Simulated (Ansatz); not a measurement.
**CH3B (quintet): the correlation ladder, def2-QZVPP**

The task here is to estimate one member of a computed series from the others.

Program: Ansatz 0.2.0, Gaussian basis. Level of theory: def2-QZVPP, core rule «outside noble gas», up to 2 orbitals frozen. These are calculated values, not measurements.

Plan: UHF; ROHF; CCSD(T) on UHF.

2 further runs of the same task are left out: 2 set aside as unsound or not needed.

### The system

The geometry is a PBE0/def2-TZVP stationary point (not a proven minimum) of the parent state, kept for this charge and spin.

5 atoms, charge 0, spin multiplicity 5.

Atoms are counted from 1 here; the program's logs count them from 0.

Bond lengths: B1–C2 1.496 Å, B1–H3 1.202 Å, B1–H4 1.196 Å, C2–H5 1.082 Å. Angles: C2–B1–H3 119.8°, C2–B1–H4 120.9°, H3–B1–H4 119.3°, B1–C2–H5 144.8°.

The first run:

File in.yaml:

```yaml
crystal:
  periodic: [false, false, false]
  atoms:
    - {symbol: B, position_ang: [0.000000, 0.050359, 0.739783]}
    - {symbol: C, position_ang: [0.000000, -0.101482, -0.748988]}
    - {symbol: H, position_ang: [0.000000, 1.148901, 1.227395]}
    - {symbol: H, position_ang: [0.000000, -0.908685, 1.455152]}
    - {symbol: H, position_ang: [0.000000, 0.428910, -1.692336]}
basis:
  gaussian: {orbitals: "def2-QZVPP.json"}
magnetization: {spin_polarized: true, initial_magnetization: 4}
hamiltonian: {xc: hf}
output: {orbitals: {seedname: orbitals}}
```

Started as:

```console
ansatz run in.yaml --threads 1 --pin off --events-out ev --progress --plain --max-ram 2393MiB
```

Among the steps run: UHF; ROHF; CCSD(T) on UHF.

One of the session's tables, all rows but one given; the rest of the session is left out.

| method | from UCCSD(T) (meV) |
| --- | --- |
| ROHF | +7065.1 |
| UHF | +6822.5 |
| UMP2 | ? |
| UCCSD | +250.5 |
| UCCSD(T) | 0 |

Q: Estimate the row for UMP2 from the others.

The run gave: from UCCSD(T) (meV): +1127.0. In the column «from UCCSD(T) (meV)» it lies between UCCSD (+250.5) and UHF (+6822.5).
